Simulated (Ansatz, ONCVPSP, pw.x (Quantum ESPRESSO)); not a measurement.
From atom to crystal: ONCV potential for tantalum

tantalum (Ta), optimised norm-conserving Vanderbilt (ONCV), made with ONCVPSP 4.0.1.1 (patched build) (PBE, scalar-relativistic). Core [Kr] 4d10 4f14, reference 5s2 5p6 5d3 6s1.75 6p0.25. Waves: 5s+6s: rc 1.75 bohr, ncon 4, nbas 7, qcut 5.5 1/bohr, 2 projectors; 5p+6p: rc 1.90 bohr, ncon 4, nbas 7, qcut 8.8 1/bohr, 2 projectors; 5d: rc 1.85 bohr, ncon 4, nbas 8, qcut 5.7 1/bohr, 2 projectors, debl 0.6 Ha. Local part: polynomial inside 1.20 bohr (lpopt 5, dvloc0 6 Ha). Core correction: Teter function fitted to the true core (icmod 2), fcfact 1.22.

Atomic tests: cutoffs needed: 20 Ha and 35 Ha (the cutoffs (Ha) at which the residual kinetic energy of the hardest occupied pseudo-wave falls to 1 and 0.1 mHa per electron); ghost test: no bound ghost flagged; no localised positive-energy state flagged; largest excitation error: -566 meV (all-electron minus pseudo) for 5s1 5p6 5d3 6s2 6p0, out of 4 test configurations.

Crystal test: bcc Ta in pw.x 7.5, no spin, 14³ k-points, Fermi–Dirac smearing 0.01 Ry, cutoffs 80/320 Ry. The reference is all-electron LAPW (Ansatz 0.2.0) with the same functional, mesh and smearing; V0 and B0 come from Birch–Murnaghan fits to the pressures at five volumes. Errors are pseudo minus all-electron; Δ is the rms difference of the E(V) curves that follow from these fits, minima aligned, over ±6 % about the mean V0. Mesh and smearing are coarse, so the numbers serve the comparison and aren't converged zero-temperature values; the lattice is a test structure that the element need not adopt.

All-electron: a0 = 3.321 Å (V0 = 18.31 Å³/atom), B0 = 193.2 GPa.

Question: How far does the potential miss the all-electron equation of state?

Answer: mean pressure error (GPa): -1.89; a0 (Å): 3.310; a0 error (%): -0.32; B0 error (%): +0.1; Δ (meV/atom): 7.4.

| V (Å³/atom) | P all-electron (GPa) | P pseudo (GPa) |
| --- | --- | --- |
| 17.282 | 12.43 | 10.16 |
| 17.737 | 6.48 | 4.43 |
| 18.192 | 1.22 | -0.65 |
| 18.647 | -3.44 | -5.15 |
| 19.102 | -7.57 | -9.13 |

Question: At the middle volume, how do free energy and pressure move when the wave cutoff is lowered (ecutrho kept at four times it)?

Answer:

```tsv
cutoff (Ry)	shift of F (meV/atom)	shift of P (GPa)
36	+295.2	-8.30
48	+43.4	-2.02
64	+6.5	-0.02
```

The run at the middle volume (104 k-points, 7 iterations) took about 12 s on one core of a shared host (Intel(R) Xeon(R) 6975P-C, 192 threads, 1512 GiB, load 98).
